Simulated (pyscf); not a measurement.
# Addition across a multiple bond or ene-type step: H₂C=CH–CH=CH₂ (SMILES C=CC=C) + HBr (SMILES Br) -> H₂C=CH–CH(CH₃)–Br (SMILES C=CC(C)Br)

Gas phase, singlet surface, charge 0. Bonds broken: Br11–H12. Bonds formed: C1–H12, C2–Br11. Optimised with ωB97X-D3(BJ)/def2-SVP in PySCF.

Transition state (Å):

```xyz
12

C      0.9919     0.2859     0.6889
C     -0.3803    -0.0226     0.5344
C     -1.2436     0.5975    -0.4370
C     -2.5148     0.1872    -0.5976
H      1.6172    -0.4704     1.1762
H      1.4672     0.8618    -0.1132
H     -0.8292    -0.7756     1.1910
H     -0.8207     1.3873    -1.0657
H     -3.1626     0.6193    -1.3657
H     -2.9432    -0.5896     0.0443
Br    -0.7053     1.7850     2.7821
H      0.7059     1.0579     1.5870
```

One imaginary mode, 1208i cm⁻¹; descent along it reached the two sides named.

```tsv
bond	change	reactant side (Å)	saddle	product side
Br11–H12	breaks	1.424	1.987	3.0
C1–H12	forms	2.505	1.218	1.100
C2–Br11	forms	3.9	2.9	1.965
```

Electronic energies relative to the separated reactants (kcal/mol):

| level | barrier | reaction energy | reverse barrier |
|---|---|---|---|
| ωB97X-D3(BJ)/def2-TZVP | 28.7 | -23.3 | 52.0 |
| PBE/def2-TZVP | 20.6 | -18.0 | 38.6 |
| r²SCAN/def2-TZVP | 21.1 | -19.5 | 40.6 |
| B3LYP-D3(BJ)/def2-TZVP | 23.5 | -17.8 | 41.4 |
| PBE0-D3(BJ)/def2-TZVP | 23.1 | -22.4 | 45.5 |
| M06-2X/def2-TZVP | 28.7 | -20.7 | 49.4 |
| ωB97M-D3(BJ)/def2-TZVP | 29.4 | -19.3 | 48.7 |
| HF/def2-TZVP | 36.4 | -13.1 | 49.5 |

With ωB97M-D3(BJ)/def2-TZVP energies and thermal terms (ideal gas, 1 atm, RRHO with modes under 100 cm⁻¹ raised to 100, one conformer, R ln 2 for rigid chiral ones), in kcal/mol:

| T (K) | ΔH‡ | ΔG‡ | ΔH | ΔG |
|---|---|---|---|---|
| 298 | 29.3 | 38.6 | -15.4 | -5.4 |
| 600 | 29.3 | 48.1 | -15.5 | +4.8 |
| 900 | 29.5 | 57.5 | -15.1 | +14.9 |
| 1200 | 29.9 | 66.7 | -14.5 | +24.9 |

One saddle was located; it need not be the lowest between these sides. Elements up to Kr have no core potential and no relativistic terms here.
